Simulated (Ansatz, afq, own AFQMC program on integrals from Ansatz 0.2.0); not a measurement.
Atomization energy of Mg2, triplet

```xyz
2

Mg    0.0000    0.0000    0.0000
Mg    0.0000    0.0000    2.7658
```

Atoms in their ground-state spins without spin–orbit coupling (mostly on UHF) minus the molecule (UHF), without zero-point energy. The geometry is a stationary point, not shown to be a minimum.

Basis cc-pVDZ. Only valence electrons are correlated. Ansatz 0.2.0 and our own AFQMC program on the same integrals; the CISD trial comes from CCSD amplitudes, and released means the phaseless constraint is let go. Uncertainties: one standard error, sampling alone. The errors of all members are added in quadrature.

Full CI on the same integrals is exact in this basis and with this determinant's frozen core.

Errors are counted within cc-pVDZ, not against nature.

Cautions: Mg₂ (triplet): another spin lies lower, the search met a lower determinant of the same kind, perhaps of another symmetry (89 meV lower), and this one is a saddle point, strong correlation (T1 0.058, weight of the determinant 0.88, largest double 0.10), unrestricted determinant spin contaminated (⟨S²⟩ 2.16 against 2.00), the released energies are still falling, so no released level is given (meV from the phaseless value at times in 1/Eh: -4 ± 6 at 0.24, -8 ± 6 at 0.51, -10 ± 4 at 0.99, -10 ± 3 at 1.62, -17 ± 3 at 2.40), its ph-AFQMC/CISD value lies 23 ± 4 meV above full CI.

```json
{"level": "MP2", "atomization energy (kcal/mol)": "-38.5"}
{"level": "CCSD", "atomization energy (kcal/mol)": "-41.6"}
```

Problem. From these cheaper values, estimate the atomization energy at the reference level in cc-pVDZ.

Solution. -39.3 kcal/mol (full CI in cc-pVDZ).

```json
{"level": "HF", "atomization energy (kcal/mol)": "-31.1", "error against FCI (kcal/mol)": "8.2"}
{"level": "CCSD(T)", "atomization energy (kcal/mol)": "-40.2", "error against FCI (kcal/mol)": "-0.9"}
{"level": "CCSDT", "atomization energy (kcal/mol)": "-39.4", "error against FCI (kcal/mol)": "-0.1"}
{"level": "CCSDT(Q)", "atomization energy (kcal/mol)": "-39.3", "error against FCI (kcal/mol)": "0.0"}
{"level": "ph-AFQMC/CISD", "atomization energy (kcal/mol)": "-39.9 ± 0.08", "error against FCI (kcal/mol)": "-0.5 ± 0.08"}
```

Correlation beyond CCSD(T) adds 0.9 kcal/mol. The perturbative (T) step is worth +1.4 kcal/mol. Where the cautions show a poor determinant, the low rows tell how each method copes with it, not its usual error.

CCSDT and higher add their correlation energy to the determinant of the CCSD(T) run, since their own runs factorise the integrals more tightly (a shift of under 2 meV).
